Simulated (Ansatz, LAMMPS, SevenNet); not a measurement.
A-type hexagonal La₂O₃, lattice parameter c

Reference value: 6.13 Å (measured, temperature not stated, no zero-point or thermal correction; as tabulated in Rustad et al. (2011), arXiv:1107.4261).

Task: What do ionic model cherry1995, SevenNet-l3i5, LDA, PBE, PBE-D4, r²SCAN, HSE06 give, and how far is each from the reference?

Result: 
```json
[
 {"level (code)": "ionic model cherry1995 (shell model, LAMMPS)", "value (Å)": "6.187", "difference (%)": "+0.93"},
 {"level (code)": "SevenNet-l3i5 (SevenNet)", "value (Å)": "6.185", "difference (%)": "+0.90"},
 {"level (code)": "LDA (Ansatz)", "value (Å)": "5.951", "difference (%)": "-2.92"},
 {"level (code)": "PBE (Ansatz)", "value (Å)": "6.187", "difference (%)": "+0.93"},
 {"level (code)": "PBE-D4 (Ansatz)", "value (Å)": "6.103", "difference (%)": "-0.44"},
 {"level (code)": "r²SCAN (Ansatz)", "value (Å)": "6.126", "difference (%)": "-0.07"},
 {"level (code)": "HSE06 (Ansatz)", "value (Å)": "6.138", "difference (%)": "+0.13"}
]
```

Leaving aside ionic model cherry1995, which can be fitted to such values or carry a doubt: The reference's temperature isn't stated, so close values are not ranked against it. Off by more than 1.75 % (a bound picked here): LDA (-2.92 %).

The measured value isn't corrected to a static lattice, so vibrations enter the comparison. A static lattice is as a rule a little smaller than the measured one.  Cutoffs and k meshes differ between the levels. Ansatz's density-functional and Hartree–Fock values are scalar-relativistic unless marked +SOC, with PAW data made under PBE.

Empirical potentials (ionic model cherry1995) are fitted to chosen data, which need not cover the solid at hand: agreement can be built in, and what lay outside the fit can be far off. Machine-learned potentials (SevenNet-l3i5) are trained on DFT data, which may include these solids.

Differences are worked out from the printed values.

Ansatz is a first-principles code.
